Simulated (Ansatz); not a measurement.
`CS[SiH3]` → CH₃SH + `[SiH2]`  (silylene loss)

Computed with Ansatz on PBE0-D4/def2-TZVP structures; ΔE is electronic, products minus reactants. CCSD(T)/CBS is the MP2 limit (def2-TZVPP, def2-QZVPP) plus CCSD(T) − MP2 in def2-TZVPP, frozen cores. This one scheme is used for every species. DFT in def2-TZVPP.

```tsv
level	ΔE (eV)	difference from CCSD(T)/CBS
PBE-D4	3.07	0.05
BLYP-D4	2.86	-0.16
r2SCAN-D4	3.25	0.23
r2SCAN	3.23	0.21
PBE0	3.08	0.06
BHLYP	2.95	-0.07
CAM-B3LYP	2.94	-0.08
HF/def2-TZVPP	2.80	-0.22
MP2/def2-TZVPP	3.17	0.15
CCSD/def2-TZVPP	2.87	-0.15
CCSD(T)/CBS	3.02	0
```

Largest T1 diagnostic among the species: 0.014.

From PBE to PBE0 (25 % exact exchange), in def2-TZVPP and without D4, ΔE moves by +0.09 eV. Leaving LDA and LC-ωPBE aside and taking each functional with its dispersion term where it has one, the values, not all of them listed here, spread over 0.40 eV, from BLYP-D4 to r2SCAN0-D4. LDA lies +0.33 eV from PBE without D4.
